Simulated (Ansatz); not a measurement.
Steps of a relaxation of `COCOC` with RKS PBE-D4/def2-SVP.

```sh
$ ansatz run in.yaml --threads 4 --pin off --events-out ev --progress --plain --max-ram 10444MiB
```

```yaml
crystal:
  periodic: [false, false, false]
  atoms:
    - {symbol: C, position_ang: [-1.629800, 1.178700, 0.807200]}
    - {symbol: O, position_ang: [-0.257900, 1.031000, 1.226100]}
    - {symbol: C, position_ang: [0.568400, 0.456100, 0.257600]}
    - {symbol: O, position_ang: [0.181500, -0.898700, 0.017700]}
    - {symbol: C, position_ang: [1.026900, -1.557700, -0.883800]}
    - {symbol: H, position_ang: [-2.055700, 0.172300, 0.658700]}
    - {symbol: H, position_ang: [-1.704500, 1.764500, -0.124700]}
    - {symbol: H, position_ang: [-2.190500, 1.705200, 1.547800]}
    - {symbol: H, position_ang: [1.612600, 0.410800, 0.601800]}
    - {symbol: H, position_ang: [0.542300, 1.022500, -0.735800]}
    - {symbol: H, position_ang: [0.685200, -2.589100, -1.046900]}
    - {symbol: H, position_ang: [1.061200, -1.084900, -1.857300]}
    - {symbol: H, position_ang: [2.045500, -1.572100, -0.503200]}
basis:
  gaussian: {orbitals: def2-SVP}
hamiltonian: {xc: pbe, dispersion: d4}
relax: {f_tol: 0.03, max_steps: 200}
```

Positions (Å) and forces (eV/Å) along the path, 6 of 6 steps:

```xyz
13
step=1 energy=-7320.3784 eV
C    -1.630    1.179    0.807    1.397   -0.994   -0.751
O    -0.258    1.031    1.226    0.157    0.059   -0.402
C     0.568    0.456    0.258   -0.916   -0.428   -0.495
O     0.181   -0.899    0.018   -0.589    0.197    0.105
C     1.027   -1.558   -0.884   -0.504   -0.004    0.592
H    -2.056    0.172    0.659   -0.295   -0.097   -0.168
H    -1.704    1.764   -0.125    0.036    0.078   -0.431
H    -2.191    1.705    1.548   -0.443    0.615    1.233
H     1.613    0.411    0.602    0.415    0.509    0.519
H     0.542    1.022   -0.736   -0.073   -0.094    0.413
H     0.685   -2.589   -1.047   -0.195   -0.267    0.196
H     1.061   -1.085   -1.857   -0.017    0.618   -1.084
H     2.046   -1.572   -0.503    1.028   -0.192    0.272
13
step=2 energy=-7320.5292 eV
C    -1.609    1.158    0.786    0.513   -0.183    0.000
O    -0.253    1.020    1.221   -0.179    0.014   -0.218
C     0.563    0.448    0.262   -0.227   -0.247   -0.113
O     0.174   -0.903    0.031   -0.014    0.286    0.058
C     1.020   -1.550   -0.882   -0.174   -0.097    0.120
H    -2.068    0.164    0.612   -0.089   -0.012   -0.039
H    -1.672    1.757   -0.150    0.001    0.024   -0.135
H    -2.155    1.690    1.574   -0.139    0.114    0.278
H     1.610    0.474    0.641    0.062    0.113    0.112
H     0.520    1.020   -0.717    0.005   -0.084    0.109
H     0.661   -2.588   -1.013   -0.031   -0.059    0.052
H     1.025   -1.068   -1.880    0.004    0.174   -0.272
H     2.069   -1.582   -0.519    0.269   -0.044    0.048
13
step=3 energy=-7320.4754 eV rejected
C    -1.629    1.182    0.785   -1.039    0.166   -0.350
O    -0.305    1.009    1.148    0.619   -0.073    0.844
C     0.566    0.409    0.275    0.695    0.470   -0.260
O     0.293   -0.945    0.094   -0.558   -0.451    0.060
C     1.055   -1.570   -0.902    0.228    0.093   -0.022
H    -2.192    0.230    0.642    0.148   -0.074   -0.022
H    -1.742    1.781   -0.156    0.043   -0.027    0.029
H    -2.134    1.738    1.609    0.144   -0.062   -0.172
H     1.580    0.548    0.736   -0.009   -0.009   -0.053
H     0.587    0.930   -0.727   -0.127    0.001   -0.081
H     0.666   -2.598   -1.029   -0.007    0.004   -0.028
H     0.999   -1.033   -1.888   -0.032   -0.068    0.108
H     2.141   -1.642   -0.623   -0.107    0.031   -0.053
13
step=4 energy=-7320.5448 eV
C    -1.610    1.161    0.776   -0.006   -0.031   -0.049
O    -0.268    1.017    1.207    0.036    0.004    0.044
C     0.573    0.435    0.279   -0.009    0.015   -0.018
O     0.215   -0.916    0.072    0.046   -0.027   -0.017
C     1.023   -1.553   -0.888    0.004    0.025    0.002
H    -2.099    0.178    0.598    0.022    0.011    0.005
H    -1.676    1.760   -0.165    0.008   -0.002    0.008
H    -2.154    1.697    1.578    0.002   -0.003   -0.008
H     1.611    0.515    0.693   -0.058   -0.006   -0.025
H     0.538    0.979   -0.712    0.015    0.004    0.020
H     0.655   -2.591   -1.005    0.004    0.011    0.006
H     0.977   -1.049   -1.887   -0.001   -0.013    0.042
H     2.100   -1.594   -0.581   -0.064    0.012   -0.013
13
step=5 energy=-7320.5459 eV
C    -1.599    1.141    0.757   -0.028   -0.016   -0.018
O    -0.259    1.047    1.207    0.031   -0.039    0.042
C     0.593    0.443    0.303    0.012    0.040   -0.020
O     0.228   -0.908    0.110    0.002    0.002   -0.034
C     0.993   -1.538   -0.887   -0.009    0.019    0.016
H    -2.055    0.140    0.599    0.009    0.021    0.009
H    -1.669    1.711   -0.201   -0.001    0.015   -0.008
H    -2.167    1.682    1.537   -0.007    0.002   -0.009
H     1.623    0.519    0.733    0.000    0.010    0.010
H     0.587    0.978   -0.694   -0.019   -0.038    0.012
H     0.620   -2.574   -1.000   -0.004    0.000    0.011
H     0.912   -1.022   -1.876   -0.009   -0.002   -0.003
H     2.079   -1.582   -0.622    0.022   -0.014   -0.006
13
step=6 energy=-7320.5468 eV
C    -1.598    1.144    0.753    0.016   -0.008    0.014
O    -0.263    1.030    1.220   -0.010    0.011   -0.022
C     0.593    0.440    0.310   -0.017    0.006    0.007
O     0.244   -0.916    0.122   -0.003    0.006    0.002
C     0.996   -1.540   -0.887    0.010   -0.009   -0.008
H    -2.061    0.149    0.577    0.001   -0.002    0.000
H    -1.649    1.727   -0.198    0.003    0.005   -0.002
H    -2.173    1.681    1.531   -0.002    0.002    0.003
H     1.624    0.534    0.732    0.001   -0.006    0.008
H     0.567    0.969   -0.688    0.000   -0.005    0.003
H     0.629   -2.579   -0.990    0.001    0.003    0.001
H     0.889   -1.026   -1.875   -0.004   -0.003   -0.005
H     2.087   -1.576   -0.645    0.004    0.000   -0.001
```

Run time 6 s (4 threads of an Intel Xeon Platinum 8488C on a shared host); peak host memory 0.17 GiB.
